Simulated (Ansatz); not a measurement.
## BH₆NSi, SMILES BN[SiH3]: a short molecular-dynamics run

Run with Ansatz 0.2.0 through its Python package.

`md.py`:
```python
"""Molecular dynamics of one BH6NSi molecule."""

import ansatz as az
import numpy as np

geometry = (
    az.Crystal.molecule()
    .atom("B", (-0.6354, 0.6856, -1.0937))
    .atom("N", (-0.489, 0.6696, 0.402))
    .atom("Si", (0.4134, -0.8119, 0.753))
    .atom("H", (-1.2841, -0.0641, -1.6518))
    .atom("H", (-0.2161, 1.6092, -1.7522))
    .atom("H", (0.121, 1.4967, 0.6661))
    .atom("H", (1.7597, -0.7825, 0.0579))
    .atom("H", (-0.2847, -1.98, 0.3462))
    .atom("H", (0.7036, -0.8688, 2.2555))
)

calculation = (
    geometry.calculation()
    .basis(gaussian="6-31G")
    .functional("PBE0", dispersion="d4")
    .md("nvt_nose_hoover", timestep=1.0, steps=30, temperature=200, initial_velocities="maxwell_boltzmann", seed=56, thermostat_time=50)
)
frames = []
calculation.session().plan().execute(on_event=lambda e: frames.append(e["data"]) if e["event"] == "md_step" else None)
print("t (fs)   E_pot (eV)      E_kin (eV)   T (K)   d(0-1) (A)")
for f in frames[::2]:
    xyz = np.array(f["positions_ang"])
    print(f"{f['time_fs']:6.2f} {f['lagrangian_ev']:14.5f} {f['e_kin_ev']:10.5f} {f['temperature_k']:8.1f} {np.linalg.norm(xyz[0] - xyz[1]):9.4f}")
kept = np.array([f["conserved_ev"] for f in frames])
print(f"conserved energy moves by at most {1000 * np.ptp(kept):.3f} meV")
symbols = [site.symbol for site in geometry.cartesian_sites]
with open("last_frame.xyz", "w") as handle:
    handle.write(f"{len(symbols)}\nt = {frames[-1]['time_fs']} fs\n")
    handle.writelines("{:2s} {:10.5f} {:10.5f} {:10.5f}\n".format(s, *xyz) for s, xyz in zip(symbols, frames[-1]["positions_ang"]))
```

```console
$ python md.py
t (fs)   E_pot (eV)      E_kin (eV)   T (K)   d(0-1) (A)
  0.00   -10133.25072    0.18096    200.0    1.5029
  2.00   -10133.31856    0.24806    274.2    1.4905
  4.00   -10133.49639    0.41805    462.0    1.4673
  6.00   -10133.46245    0.39090    432.0    1.4378
  8.00   -10133.54096    0.45994    508.3    1.4057
 10.00   -10133.58891    0.50296    555.9    1.3784
 12.00   -10133.64242    0.54533    602.7    1.3639
 14.00   -10133.68927    0.57723    638.0    1.3644
 16.00   -10133.77528    0.64417    711.9    1.3759
 18.00   -10133.88643    0.72217    798.1    1.3948
 20.00   -10133.89389    0.69977    773.4    1.4190
 22.00   -10134.04699    0.80255    887.0    1.4429
 24.00   -10134.10006    0.80323    887.7    1.4594
 26.00   -10134.13685    0.77971    861.7    1.4624
 28.00   -10134.15122    0.73530    812.6    1.4529
 30.00   -10134.15194    0.68028    751.8    1.4376
conserved energy moves by at most 10.773 meV
```

It writes `last_frame.xyz`:
```text
9
t = 30.0 fs
B    -0.71219    0.79145   -1.11585
N    -0.32030    0.71638    0.26530
Si    0.40949   -0.86088    0.80515
H    -0.40924   -0.13741   -1.88066
H    -1.50758    1.64565   -1.49630
H    -0.54316    1.40151    1.02815
H     1.75018   -1.06406    0.13297
H    -0.46687   -1.95868    0.48691
H     0.56426   -0.89696    2.33477
```

What to keep in mind:
- Total energies depend on the basis set; only differences at equal settings carry meaning.
- The trajectory is only some femtoseconds long, so its temperature is not equilibrated; where the script doesn't relax first, it starts from a rough generated geometry.
- The temperature counts the internal degrees of freedom alone.
- With hydrogen a step over 0.5 fs is long.
- It ran for 56 s on 1 thread of Intel(R) Xeon(R) Platinum 8488C (Sapphire Rapids), with other jobs on the host, peak memory 0.18 GiB.

(Lines on the test bed's own set-up are left out of the output.)
